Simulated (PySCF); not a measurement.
Series: binary hydrides. Isolated molecules, 0 K electronic values unless said otherwise. Strings in code marks are SMILES.

The dipole moment from two functionals at the same geometries (PBE0-D3(BJ)/def2-TZVP), both in PySCF: PBE-D3(BJ)/def2-TZVP and TPSSh-D3(BJ)/def2-TZVP. 

```json
[
 {"species": "`N`", "TPSSh-D3(BJ)/def2-TZVP (D)": "1.68"},
 {"species": "`O`", "TPSSh-D3(BJ)/def2-TZVP (D)": "2.04"},
 {"species": "`I`", "TPSSh-D3(BJ)/def2-TZVP (D)": "0.47"},
 {"species": "`[BiH3]`", "TPSSh-D3(BJ)/def2-TZVP (D)": "1.17"},
 {"species": "`[BeH2]`", "TPSSh-D3(BJ)/def2-TZVP (D)": "0.00"},
 {"species": "`[ZnH2]`", "TPSSh-D3(BJ)/def2-TZVP (D)": "0.00"}
]
```

What does PBE-D3(BJ)/def2-TZVP give for each?


- `N`: 1.66
- `O`: 2.02
- `I`: 0.47
- `[BiH3]`: 1.08
- `[BeH2]`: 0.00
- `[ZnH2]`: 0.00
Over these rows, drawn at random from the members with no instability flagged (it was tested for open shells, ions and some series alone), PBE minus TPSSh-D3(BJ): mean -0.02 D, from -0.09 D to 0.00 D.
